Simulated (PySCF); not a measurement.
CuCl (singlet state).
Cartesian coordinates in Å at the PBE0-D3(BJ)/def2-SVP level; atoms count from 1:
```
atom  x, y, z in Å
Cl1    1.044   -0.006   -0.006
Cu2   -1.039    0.008   -0.023
```

Theory: TDDFT B3LYP/def2-SVPD, vertical, gas phase, core orbitals frozen in the response (PySCF).

Ground-to-excited transition dipoles (e·a0, same axes as the geometry; the sign carries no meaning), for the states with f of 0.002 or more among the lowest 8:

```
state  E (eV)      μx      μy      μz
   S1   2.473   0.004   0.243  -0.272
   S2   2.473   0.000  -0.272  -0.243
   S3   2.724  -0.510   0.004  -0.004
   S8   5.614   0.418  -0.003   0.004
```

Q: Work out the oscillator strengths.

A: f = (2/3) ΔE |μ|² with ΔE in hartree (27.2114 eV).

| state | \|μ\|² (au) | \|μ\| (D) | f |
| --- | --- | --- | --- |
| S1 | 0.133 | 0.93 | 0.008 |
| S2 | 0.133 | 0.93 | 0.008 |
| S3 | 0.260 | 1.30 | 0.017 |
| S8 | 0.175 | 1.06 | 0.024 |

Q: The point group is C∞v. Which irreducible representation does each state belong to?

A: The ground state is totally symmetric, so the direction of μ fixes the label. Polarised along the molecular axis, so Σ+: S3 and S8. Polarised across the molecular axis, so Π: S1 and S2.

Q: What angle do the transition dipoles of S3 and S8 make?

A: |cos θ| = |μa·μb| / (|μa| |μb|) = 1.00, so θ ≈ 0° (taken between 0 and 90°, since the signs are arbitrary).

Q: What peak molar absorption coefficient would the strongest computed level give as a lone Gaussian band 0.5 eV wide at half height?

A: ε(max) = 2.175×10⁸ f / FWHM, with the width in cm⁻¹. S8: 2.175×10⁸ × 0.0241 / 4033 ≈ 1300 L mol⁻¹ cm⁻¹.

S1/S2 coincide within about 0.01 eV; within a degenerate level the directions of the single components are arbitrary.

The vertical ionisation energy (ΔSCF) is 9.99 eV, 4.37 eV above S8.

The run took 7.6 s wall on one thread, x86-64 server, no GPU, shared host.
